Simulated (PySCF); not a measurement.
Gas-phase reaction: 2 AlClF₂ = AlCl₂F + AlF₃

Computed with PySCF and rigid-rotor harmonic-oscillator thermochemistry at 1 bar. 'Table' is the NASA 1993 thermochemical table (part measured, part estimated). † marks an energy on the PBE0/def2-TZVP geometry and frequencies; other levels use their own. MP2 freezes the core. 6-31G* has spherical d functions here. All species are closed-shell singlets. B3LYP is the form with VWN-RPA correlation. MP2 isn't extrapolated to the basis-set limit; its ΔH°(298 K) is 0.2 kJ in def2-SVP and -0.9 kJ in def2-TZVPP. The harmonic model lacks anharmonicity and excited electronic states, which grow with temperature; levels with a mode under 35 cm⁻¹ are left out. The table's entry may be an old estimate for AlClF₂, AlCl₂F, AlF₃ (not checked at source).

```csv
level,"ΔH°(298 K), kJ",minus table,"ΔG°(1400 K), kJ"
table,-1.8,-,8.9
B3LYP/6-31G*,5.2,7.0,18.1
HF/def2-TZVP†,1.6,3.4,14.6
MP2/def2-TZVPP†,-0.9,0.9,12.1
PBE/def2-TZVP†,1.2,3.0,14.2
PBE0/def2-SVP†,1.5,3.3,14.5
LDA/def2-TZVP†,1.2,3.0,14.2
ωB97X-V/def2-TZVP†,1.2,3.0,14.2
```
